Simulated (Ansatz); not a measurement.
Rock-salt BaS, treated with r²SCAN+rVV10 (PAW; Ansatz, a first-principles code).

Settings: plane-wave cutoff 560 eV, 10×10×10 k mesh, Fermi–Dirac smearing 0.01 eV, scalar-relativistic PAW data made under PBE.

Response to compression and expansion:

```json
[
 {"V (Å³/atom)": "30.681", "P (GPa)": "3.31", "direct gap at Γ (eV)": "4.376", "smallest gap on the k mesh (eV)": "2.399"},
 {"V (Å³/atom)": "31.334", "P (GPa)": "2.08", "direct gap at Γ (eV)": "4.374", "smallest gap on the k mesh (eV)": "2.436"},
 {"V (Å³/atom)": "31.987", "P (GPa)": "0.98", "direct gap at Γ (eV)": "4.336", "smallest gap on the k mesh (eV)": "2.470"},
 {"V (Å³/atom)": "32.640", "P (GPa)": "0.00", "direct gap at Γ (eV)": "4.225", "smallest gap on the k mesh (eV)": "2.501"},
 {"V (Å³/atom)": "33.292", "P (GPa)": "-0.88", "direct gap at Γ (eV)": "4.117", "smallest gap on the k mesh (eV)": "2.529"},
 {"V (Å³/atom)": "33.945", "P (GPa)": "-1.68", "direct gap at Γ (eV)": "4.015", "smallest gap on the k mesh (eV)": "2.554"},
 {"V (Å³/atom)": "34.598", "P (GPa)": "-2.39", "direct gap at Γ (eV)": "3.916", "smallest gap on the k mesh (eV)": "2.577"}
]
```

The fundamental gap (2.50 eV at the equilibrium volume, with added k points) lies elsewhere than Γ–Γ.

Spin–orbit coupling is not included.
